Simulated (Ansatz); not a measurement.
We consider Pb3O4 (P4₂/mbc, No. 135), described by r²SCAN (PAW; Ansatz, a first-principles code).

Numerical settings: plane-wave cutoff 560 eV, 4×4×6 k mesh (along the axes of the cell as run), Fermi–Dirac smearing 0.01 eV, scalar-relativistic PAW data made under PBE.

Computed at the level's own relaxed cell.

Task: Give the computed band gap, lattice constant a and c axis length.

Result: 
band gap: 1.53 eV (on the SCF k mesh)
lattice constant a: 8.903 Å
c axis length: 6.629 Å

Note: the relaxation could not lower the start's symmetry, so the cell can be a saddle point above a distorted one.

Spin–orbit coupling is not included; with these elements it can move the gap by several tenths of an eV or more.

Static lattice: no zero-point or thermal effects.
